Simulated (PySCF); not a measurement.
All values below come from PBE-D3(BJ)/def2-TZVP // B3LYP-D3(BJ)/def2-SVP run with PySCF. All species are isolated molecules in the gas phase. 

Reference species (SMILES): `N` (neutral, multiplicity 1).

```json
{
 "dipole_moment": "1.75 D",
 "HOMO–LUMO gap": "6.26 eV"
}
```

Changed species: `S` (free base H2S; the reference has free base NH3).

**Question.** What does the change do to the dipole moment and HOMO–LUMO gap?

**Answer.** the dipole moment falls by 0.62 D, to 1.13 D; the HOMO–LUMO gap falls by 0.57 eV, to 5.69 eV.
